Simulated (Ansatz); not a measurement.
# C2H4O3: geometry and frequencies at several levels

The task, for C2H4O3: geometry and frequencies at several levels.

Program: Ansatz 0.2.0. Level of theory: the levels named in each step. These are calculated values, not measurements.

### Step 1. The structure to begin with

Bond lengths: C1–O2 1.409 Å, O3–C4 1.144 Å, C4–O5 1.144 Å, C1–H6 1.094 Å, C1–H7 1.095 Å, C1–H8 1.088 Å, O2–H9 0.963 Å. Angles: C1–O2–H9 109.1°, O2–C1–H6 111.5°, O2–C1–H7 111.6°, O2–C1–H8 106.5°, H6–C1–H7 109.1°, H6–C1–H8 109.1°, H7–C1–H8 109.0°, O3–C4–O5 177.0°.

Structure file:

```xyz
9

C     1.8895   -0.7326    1.0856
O     0.8133    0.1754    1.1468
O    -0.2628   -0.3542   -1.5399
C    -0.9549    0.2012   -0.8178
O    -1.6919    0.7492   -0.1350
H     2.6842   -0.4610    1.7873
H     1.5634   -1.7575    1.2916
H     2.2782   -0.6822    0.0704
H     0.4545    0.1795    2.0410
```

### Step 2. A rough first relaxation, PBE-D4/def2-SVP

Contents of input.yaml:

```yaml
crystal:
  periodic: [false, false, false]
  atoms:
    - { symbol: C, position_ang: [1.88945, -0.73262, 1.08562] }
    - { symbol: O, position_ang: [0.81334, 0.17537, 1.14685] }
    - { symbol: O, position_ang: [-0.26279, -0.3542, -1.53987] }
    - { symbol: C, position_ang: [-0.95488, 0.20122, -0.81781] }
    - { symbol: O, position_ang: [-1.69188, 0.74918, -0.13502] }
    - { symbol: H, position_ang: [2.68417, -0.46099, 1.78733] }
    - { symbol: H, position_ang: [1.56339, -1.75751, 1.29164] }
    - { symbol: H, position_ang: [2.27825, -0.68218, 0.07038] }
    - { symbol: H, position_ang: [0.45451, 0.17947, 2.04097] }
basis:
  gaussian: { orbitals: def2-SVP }
hamiltonian:
  xc: pbe
  dispersion: d4
relax:
  f_tol: 0.03
  max_steps: 200
```

The run is started by

```
> ansatz run input.yaml --threads 4 --pin off --max-ram 10240MiB --backend cpu --events-out ev --progress --plain --runs-dir out
```

After this run come: Relaxation, r2SCAN-D4/def2-TZVPP; Frequencies, r2SCAN-D4/def2-TZVPP; Relaxation, B3LYP-D4/def2-TZVPP; Frequencies, B3LYP-D4/def2-TZVPP.

What does the calculation give? Wanted: C1–O2 at B3LYP-D4/def2-TZVPP; O3–C4 at B3LYP-D4/def2-TZVPP; C4–O5 at B3LYP-D4/def2-TZVPP; frequencies at B3LYP-D4/def2-TZVPP.

The runs gave:

| quantity | value |
| --- | --- |
| C1–O2 at B3LYP-D4/def2-TZVPP | 1.423 Å |
| O3–C4 at B3LYP-D4/def2-TZVPP | 1.160 Å |
| C4–O5 at B3LYP-D4/def2-TZVPP | 1.159 Å |
| frequencies at B3LYP-D4/def2-TZVPP | 21 to 3846 cm⁻¹ |

**Reading.** The C–O distance spreads over 0.001 Å, from r2SCAN-D4/def2-TZVPP (shortest) to B3LYP-D4/def2-TZVPP. No mode is imaginary, so the geometry is a minimum.
